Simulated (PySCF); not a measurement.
```xyz
3

O     -0.0002     0.4087     0.0000
H     -0.7577    -0.2047     0.0000
H      0.7579    -0.2040     0.0000
```

Charge 0, multiplicity 1.

Problem. Give the Mulliken and meta-Löwdin atomic charges from PBE-D3(BJ)/def2-TZVP // PBE-D3(BJ)/def2-SVP run with PySCF 2.14.0.

Solution. 
| atom | Mulliken (e) | meta-Löwdin (e) |
|---|---|---|
| O1 | -0.62 | -0.67 |
| H2 | 0.31 | 0.34 |
| H3 | 0.31 | 0.34 |
